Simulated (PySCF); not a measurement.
**How the method changes the constants of SiC**

State: ³Π (triplet), unpaired electrons σ ↑, π ↑. Set-up: Si x2c-TZVPPall, C x2c-TZVPPall; spin-free X2C with a Gaussian nucleus (PySCF 2.14). De refers to Si + C in their high-spin ground configurations, without counterpoise correction. The functionals are run spin-unrestricted. A positive dipole means Si(−)C(+).

```csv
Level,Re (Å),ωe (cm⁻¹),De (eV),μ (D)
ROHF,1.676,1107,2.35,-1.38
ROHF-MP2,1.719,993,4.15,n/a
ROHF-SCS-MP2,1.717,994,3.97,n/a
ROHF-CCSD,1.717,986,3.90,n/a
ROHF-CCSD(T),1.730,955,4.17,n/a
PBE,1.728,956,4.80,-1.68
BLYP,1.732,940,4.57,-1.80
r²SCAN,1.716,977,4.52,-1.42
PBE0,1.710,994,4.41,-1.59
r²SCAN0,1.707,973,4.22,-1.37
B97-3,1.711,994,4.41,-1.68
M06-2X,1.703,1008,4.48,-1.63
ωB97X,1.700,1012,4.28,-1.55
```

(1) Which functional lies closest to ROHF-CCSD(T) in De, which farthest, and by how much do they differ from it?

(2) What does a quarter of exact exchange do here, going from PBE to PBE0?

(3) What does a quarter of exact exchange do here, going from r²SCAN to r²SCAN0?

Correlated steps freeze 6 core orbitals. The CCSD T1 diagnostic is raised, a sign that a single reference may not be enough here. UHF is strongly spin-contaminated for SiC, so the ROHF reference used there is far from stable. The state was picked by a PBE0 search and need not be the measured ground state.

The whole job (state search and all levels along the bond) took about 6.1 min on 1 thread of Arm Neoverse V1 (shared host), peak memory 1.6 GiB.

## Answers

(1) Closest is r²SCAN0 (-2.3 pm in Re, +1.9 % in ωe, +0.05 eV in De against ROHF-CCSD(T) in the same basis), farthest PBE (-0.2 pm in Re, +0.1 % in ωe, +0.63 eV in De). CCSD(T) converges more slowly with the basis than the functionals do and binds too weakly in this one, so the order can change at the basis-set limit.

(2) PBE0 less PBE: -1.8 pm in Re, +4.0 % in ωe, -0.39 eV in De. Exact exchange removes part of the self-interaction that spreads semilocal densities, and in most molecules shortens and stiffens the bond and lowers De; so it does here.

(3) r²SCAN0 less r²SCAN: -0.9 pm in Re, -0.4 % in ωe, -0.30 eV in De. Exact exchange removes part of the self-interaction that spreads semilocal densities, and in most molecules shortens and stiffens the bond and lowers De; here ωe goes the other way.
